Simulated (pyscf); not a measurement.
Optimised with ωB97X-D3(BJ)/def2-SVP in PySCF.

SMILES: [NH2][Sn]([Cl])([Cl])[OH]
```xyz
8

N      0.6447     1.1440     0.0832
Sn    -0.8980    -0.0132    -0.4341
O     -0.2964    -1.2335    -1.8424
Cl    -2.6985     1.2737    -1.1406
Cl    -1.6926    -1.3008     1.3228
H      0.4311     2.1392     0.0646
H      1.4717     0.9659    -0.4846
H     -0.8413    -2.0277    -1.9143
```

Problem. How much does it cost (ΔH, 298 K, ωB97M-D3(BJ)/def2-TZVP) to split H₂N–Sn(OH)(Cl)–Cl (SMILES [NH2][Sn]([OH])([Cl])[Cl]) at its N–Sn bond into NH₂• + HO–Sn•(Cl)–Cl?

Solution. N–Sn to NH₂• + HO–Sn•(Cl)–Cl: 298.4 kJ/mol. The 7 functionals that were run give +273.1 (r²SCAN) to +311.7 kJ/mol (ωB97X-D3(BJ)). Other isomers of HO–Sn•(Cl)–Cl were not searched in full and may lie lower. Elements past Kr carry the def2 core potentials, without spin-orbit coupling.
